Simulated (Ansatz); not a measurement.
Reaction (substitution at a C–C bond): `CC(C)CC(C)(C)C` + H–F → `CC(C)CF` + `CC(C)C`

Gas-phase electronic energies from Ansatz, PBE0-D4/def2-TZVP geometries. CBS: MP2 limit from def2 TZ/QZ plus the TZ coupled-cluster correction, frozen cores. This one scheme is used for every species. Functionals use def2-TZVPP. One conformer a species, not always the lowest.

```tsv
level	ΔE (kcal/mol)	difference from CCSD(T)/CBS
B97M-V	4.3	-4.9
r2SCANh-D4	4.8	-4.4
BHLYP-D4	3.6	-5.6
PBE	1.2	-8.0
PBE0	2.5	-6.7
CAM-B3LYP	-0.4	-9.6
RPA@PBE/def2-TZVPP	7.0	-2.2
CCSD/def2-SVP	3.8	-5.4
HF/def2-TZVPP	-4.4	-13.6
CCSD(T)/def2-TZVPP	8.5	-0.7
CCSD(T)/CBS	9.2	0
```

Largest T1 diagnostic among the species: 0.009.

From PBE to PBE0 (25 % exact exchange), in def2-TZVPP and without D4, ΔE moves by +1.3 kcal/mol. Leaving LDA and LC-ωPBE aside and taking each functional with its dispersion term where it has one, the values, not all of them listed here, spread over 4.5 kcal/mol, from B2PLYP to revPBE-D4. LDA lies +6.5 kcal/mol from PBE without D4.
